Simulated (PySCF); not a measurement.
## NaH₂⁻ at several levels of theory

All levels use the PBE0 minimum (singlet; Na–H 2.065 Å (×2); H–Na–H 180.0°), basis [Na def2-TZVPD, H def2-TZVPD], no relativity, density fitting, no spin–orbit coupling, PySCF. For vertical energies the ionised species is a doublet (spins chosen at PBE0 and kept). Open shells are unrestricted, also as the reference of the correlated levels. A dash marks a value that was not computed or is not defined at that level.

```tsv
level	vertical detachment energy (eV)	−ε(HOMO) (eV)	gap (eV)
PBE0	2.31	0.60	3.19
CCSD(T)	2.53	–	–
HF	1.83	3.09	6.08
PBE	2.13	-0.34	2.04
r2SCAN	2.15	-0.18	2.66
B3LYP	2.36	0.47	2.96
TPSSh	2.20	0.13	2.63
MP2	2.56	–	–
M06	2.30	0.51	2.26
LDA	2.21	-0.27	2.14
```

For NaH₂⁻ itself CCSD(T) correlates 12 electrons; T1 = 0.012, D1 = 0.032, (T) = -7 kJ/mol.

Task: Which levels differ least and most from CCSD(T) in the vertical detachment energy?

Result: Least: MP2 (+0.03 eV); most: HF (-0.70 eV).

The highest occupied level lies above zero at PBE, r2SCAN, LDA, a mark of self-interaction error.

Spin contamination in at least one species weakens the values at: HF, MP2.

The lowest empty level of this anion is unbound, so it and the gap depend on the basis.
